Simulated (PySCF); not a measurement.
# Functional dependence of a UV spectrum

CH2BH, CH₃B.
InChI=1S/CH3B/c1-2/h2H,1H2

Linear-response calculations in the def2-SVPD basis (PySCF; singlets by full response, triplets Tamm–Dancoff, core orbitals frozen in the response; HF means time-dependent Hartree–Fock). 'Strongest' is the level of largest summed f among the singlets computed (10 roots, of which the last may lack a degenerate partner); it can jump between rows when another state enters that window. S1 is the lowest singlet of each run and needn't be the same state throughout; f(S1) is that of one state. Geometry: PBE0-D3(BJ)/def2-SVP; no solvent, vibrations or thermal averaging.

```csv
functional,kind,S1 (eV),f(S1),strongest (eV),T1 (eV),HOMO (eV),gap (eV),"ionisation energy, ΔSCF (eV)"
LDA,LDA,3.14,0.000,8.62,2.78,-5.77,3.03,9.69
PBE,GGA,3.15,0.000,8.69,2.67,-5.63,3.12,9.39
B3LYP,"global hybrid, 20% exact exchange",3.15,0.000,9.14,2.74,-6.50,4.79,9.35
PBE0,"global hybrid, 25% exact exchange",3.19,0.000,9.28,2.70,-6.72,5.25,9.26
BHandHLYP,"global hybrid, 50% exact exchange",3.18,0.000,9.86,2.76,-7.65,7.25,9.03
CAM-B3LYP,range-separated hybrid,3.13,0.000,9.46,2.72,-8.05,7.72,9.31
wB97X-D,range-separated hybrid,3.25,0.000,9.54,2.92,-8.59,9.08,9.25
LC-wPBE,range-separated hybrid,3.21,0.000,9.80,2.72,-9.46,10.38,9.27
HF,Hartree–Fock,3.25,0.000,6.91,2.73,-9.06,11.03,not settled
```

S1 runs from 3.13 eV (CAM-B3LYP) to 3.25 eV (wB97X-D), a spread of 0.12 eV, while the orbital gap spreads over 8.0 eV. −ε(HOMO) comes closest to its own ΔSCF ionisation energy with LC-wPBE (+0.20 eV) and misses most with LDA (-3.91 eV). 'Not settled' means that the ion's SCF failed to converge or may have ended in another state than the lowest.
